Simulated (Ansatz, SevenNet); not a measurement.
For rock-salt BaO, the machine-learned potential SevenNet-l3i5 (trained on PBE and PBE+U data) gives:

| Quantity | Value |
|---|---|
| lattice parameter a | 5.612 Å |
| bulk modulus B0 | 68.9 GPa |
| TO(Γ) frequency | 105 cm⁻¹ |
| elastic constant C11 | 117 GPa |
| elastic constant C44 | 34.4 GPa |
| polycrystal shear modulus | 35.0 GPa |

Q: What does HSE06 (Ansatz, a first-principles code, PAW) give for the same quantities?

A: 
- lattice constant a: 5.532 Å (shrinks by 1.4 %)
- bulk modulus: 75.4 GPa (grows by 9.4 %)
- zone-centre TO phonon frequency: 96 cm⁻¹ (drops by 8.6 %)
- elastic constant C11: 126 GPa (increases by 7.7 %)
- elastic constant C44: 37.3 GPa (increases by 8.4 %)
- Voigt–Reuss–Hill shear modulus: 37.5 GPa (goes up by 7.1 %)

For comparison: lattice constant a 5.54 Å (measured, 300 K, no zero-point or thermal correction; as tabulated in Santana et al. (2016), arXiv:1608.06321); bulk modulus 74.1 GPa (measured, 300 K, no zero-point or thermal correction; as tabulated in Santana et al. (2016), arXiv:1608.06321); zone-centre TO phonon frequency 146 cm⁻¹ (measured, temperature not stated, not corrected to a static lattice; as tabulated in Roshan et al. (2021), arXiv:2110.13857); elastic constant C11 126 GPa (measured, temperature not stated, not corrected to a static lattice; as tabulated in Oses et al. (2018), arXiv:1811.08464); elastic constant C44 33.7 GPa (measured, temperature not stated, not corrected to a static lattice; as tabulated in Oses et al. (2018), arXiv:1811.08464).

Changes are worked out from the printed values.

Unless a cell is named, each level is at its own relaxed cell (SevenNet-l3i5 22.09, HSE06 21.16 Å³/atom).

Ansatz's density-functional and Hartree–Fock values are scalar-relativistic unless marked +SOC, with PAW data made under PBE.
